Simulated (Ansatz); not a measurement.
C₄H₆F₂, SMILES `C/C(=C/F)CF`, relaxed with RKS PBE-D4/def2-SVP in Ansatz from a rough embedded geometry. The force threshold is 0.03 eV/Å; the program also tests the step.

Charge 0, multiplicity 1.

Start:

```xyz
12

C     1.180    0.249   -0.818
C    -0.119   -0.123   -0.108
C    -1.089   -0.746   -0.765
F    -2.338   -1.015   -0.244
C    -0.265    0.236    1.328
F     0.034    1.569    1.527
H     1.991   -0.248   -0.243
H     1.308    1.321   -0.739
H     1.224   -0.048   -1.787
H    -1.086   -0.996   -1.822
H     0.445   -0.319    1.958
H    -1.286    0.120    1.714
```

**Question.** How much energy does the relaxation release, and in how many steps? (Best estimate.)

**Answer.** Computed: 29.89 kJ/mol, in 6 steps.

**Question.** Which bonds change most? (Best estimate.)

**Answer.** Computed: C1–H9 from 1.014 to 1.107 Å; C3–F4 from 1.380 to 1.348 Å; C1–H8 from 1.083 to 1.109 Å; C1–C2 from 1.526 to 1.502 Å.

**Question.** Give the relaxed structure. (An estimate is asked.)

**Answer.** The calculation gave: 
```xyz
12

C     1.172    0.244   -0.778
C    -0.126   -0.105   -0.110
C    -1.118   -0.724   -0.776
F    -2.297   -1.040   -0.203
C    -0.278    0.268    1.339
F     0.064    1.606    1.533
H     2.027   -0.264   -0.279
H     1.358    1.334   -0.698
H     1.180   -0.037   -1.849
H    -1.068   -1.038   -1.833
H     0.407   -0.348    1.968
H    -1.319    0.105    1.686
```
